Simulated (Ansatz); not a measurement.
Compare A (`CC1=CCCC1`) with its isomer B (`C#CC(C)(C)C`).

Calculated with Ansatz (gas phase, PBE0-D4/def2-TZVP geometries, no zero-point term in ΔE). CCSD(T)/CBS adds triple-zeta CCSD(T) − MP2 to the extrapolated MP2 energy (def2 sets, frozen cores). DFT in def2-TZVPP. B3LYP here is the variant with VWN-RPA as its local correlation; programs differ in this.

A:

```xyz
16

C    -0.1511   -2.0916    0.6963
C    -0.0160   -0.6604    0.3198
C     0.2942    0.3609    1.1152
C     0.4030    1.6577    0.3704
C    -0.2415    1.3275   -0.9861
C    -0.1687   -0.2005   -1.1056
H     0.5642   -2.7104    0.1435
H    -1.1477   -2.4712    0.4472
H     0.0175   -2.2465    1.7632
H     0.4958    0.2698    2.1773
H    -0.0955    2.4891    0.8774
H     1.4554    1.9515    0.2607
H    -1.2900    1.6357   -0.9678
H     0.2331    1.8451   -1.8214
H    -1.0503   -0.6290   -1.5933
H     0.6976   -0.5278   -1.6968
```

B:

```xyz
16

C    -1.742    1.308    1.461
C    -0.945    0.709    0.792
C     0.027   -0.021   -0.023
C     0.134    0.648   -1.397
C    -0.441   -1.470   -0.187
C     1.391    0.008    0.675
H    -2.449    1.839    2.053
H     0.858    0.112   -2.015
H     0.462    1.685   -1.300
H    -0.830    0.642   -1.908
H    -0.528   -1.963    0.783
H     0.278   -2.025   -0.795
H    -1.415   -1.511   -0.679
H     1.334   -0.461    1.659
H     2.126   -0.535    0.074
H     1.740    1.034    0.805
```

Problem. Which is lower in electronic energy at CCSD(T)/CBS, and by how much? (Best estimate.)

Solution. Ansatz gave: A, by 118.5 kJ/mol.

Problem. Give E(B) − E(A) in kJ/mol with MP2/def2-TZVPP, CCSD(T)/def2-SVP, r2SCAN-D4, HF/def2-TZVPP, PBE0-D4, BLYP-D4, B3LYP-D4. (Best estimate.)

Solution. Ansatz gave: MP2/def2-TZVPP 113.2, CCSD(T)/def2-SVP 125.0, r2SCAN-D4 134.5, HF/def2-TZVPP 118.6, PBE0-D4 149.5, BLYP-D4 114.5, B3LYP-D4 123.8. None reverses the order clearly.

Problem. Does the order hold for the free energy at 298.15 K (harmonic terms from PBE0-D4)? (Best estimate.)

Solution. Ansatz gave: Yes: G(B) − G(A) = +108.0 kJ/mol.

Largest T1 diagnostic: 0.010.

Leaving LDA and LC-ωPBE aside and taking each functional with its dispersion term where it has one, the values, not all of them listed here, spread over 35.4 kJ/mol, from BLYP-D4 to HSE06-D4. LDA lies +22.2 kJ/mol from PBE without D4. From BLYP to BHLYP (50 % exact exchange), in def2-TZVPP and without D4, E(B) − E(A) moves by +17.3 kJ/mol.
